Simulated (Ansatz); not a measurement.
**Na₂: ionisation energy by level of theory**

The task here is to estimate one member of a computed series from the others.

Computed with Ansatz 0.2.0, Gaussian basis. Level: unrestricted cation, the program's frozen cores in correlated methods.

The runs, in order: UKS wB97X-V/def2-TZVPP; UKS wB97M-V/def2-TZVPP; UKS B2PLYP/def2-TZVPP; UHF-CCSD(T)/def2-TZVPP; UHF-CCSD(T)/def2-QZVPP; extrapolation to the limit; then −ε(HOMO) from the neutral's earlier runs with LDA (SPW92), B97M-V, LC-ωPBE, ωB97X-V, ωB97M-V.

25 further runs of the same task are left out: 23 for a known fault of the program, 2 set aside as unsound or not needed.

**The relaxed structure**

All runs share one geometry, relaxed beforehand with PBE0-D4 in a triple-zeta def2 set.

2 atoms, charge 0, spin multiplicity 1.

Atoms are counted from 1 here; the program's logs count them from 0.

Bond lengths: Na1–Na2 3.099 Å.

Coordinates:

| atom | x (Å) | y (Å) | z (Å) |
| --- | --- | --- | --- |
| Na1 | 0.00000 | 0.00000 | 1.54935 |
| Na2 | 0.00000 | 0.00000 | -1.54935 |

The first run:

in.yaml reads:

```yaml
crystal:
  periodic: [false, false, false]
  atoms:
    - {symbol: Na, position_ang: [-0.000000, -0.000000, 1.549353]}
    - {symbol: Na, position_ang: [0.000000, 0.000000, -1.549353]}
basis:
  gaussian: {orbitals: def2-TZVPP}
total_charge: 1
magnetization: {spin_polarized: true, initial_magnetization: 1}
hamiltonian: {xc: {name: wB97X-V}}
```

Started as:

```sh
> ansatz run in.yaml --threads 2 --pin off --events-out ev --progress --plain --max-ram 31744MiB --backend cpu
```

Steps of the session up to this table: Cation, UKS wB97X-V/def2-TZVPP; Cation, UKS wB97M-V/def2-TZVPP; Cation, UKS B2PLYP (frozen core)/def2-TZVPP; Cation, UHF-CCSD(T)/def2-TZVPP; Cation, UHF-CCSD(T)/def2-QZVPP.

One of the session's tables, all rows but one given; the rest of the session is left out.

It belongs to the step «Ionisation energies side by side». For comparison, −ε(HOMO) of the neutral from earlier runs:

```
 functional  −ε(HOMO) (eV)
LDA (SPW92)           3.23
     B97M-V           3.09
    LC-ωPBE           5.07
    ωB97X-V              ?
    ωB97M-V           4.86
```

**Question.** Estimate the row for ωB97X-V.

As computed: −ε(HOMO) (eV): 4.97. In the column «−ε(HOMO) (eV)» it lies between ωB97M-V (4.86) and LC-ωPBE (5.07).
